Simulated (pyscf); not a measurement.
F–SiH₂⁺ (SMILES F[SiH2+]) + H₂ (SMILES [H][H]) → SiH₃⁺ (SMILES [SiH3+]) + HF (SMILES F) (four-centre exchange; singlet surface; F–Si, H–H broken, H–Si, F–H formed). Structures and frequencies: ωB97X-D3(BJ)/def2-SVP in PySCF. Energies in kJ/mol from the separated reactants.

```
level                      barrier  reaction energy
----------------------  ----------  ---------------
ωB97X-D3(BJ)/def2-TZVP        81.9           +101.0
PBE/def2-TZVP                 59.0           +105.5
PBE0-D3(BJ)/def2-TZVP         65.1            +95.7
M06-2X/def2-TZVP              89.0           +105.4
ωB97M-D3(BJ)/def2-TZVP  (withheld)       (withheld)
HF/def2-TZVP            (withheld)            +86.6
```

Q: What belongs in the gaps?

A: 
- ωB97M-D3(BJ)/def2-TZVP, barrier: 83.9
- ωB97M-D3(BJ)/def2-TZVP, reaction energy: +103.2
- HF/def2-TZVP, barrier: 140.2

On the reactant side the descent ends in a bound adduct, 56.5 kJ/mol under the separated species and 138.4 kJ/mol under the saddle at ωB97X-D3(BJ)/def2-TZVP. On the product side the descent ends in an adduct with a F–Si contact, 138.4 kJ/mol under the separated species and 119.4 kJ/mol under the saddle at ωB97X-D3(BJ)/def2-TZVP. At ωB97X-D3(BJ)/def2-TZVP, PBE, PBE0-D3(BJ), M06-2X, ωB97M-D3(BJ) the saddle lies under the separated products, which points to a path from their complex (located at ωB97X-D3(BJ) alone), and parting the products costs more than the saddle. What is counted as broken (F–Si) persists as a longer contact in the product adduct; parting that adduct is a step of its own. This is the saddle that the search found; another between the same sides may lie lower.
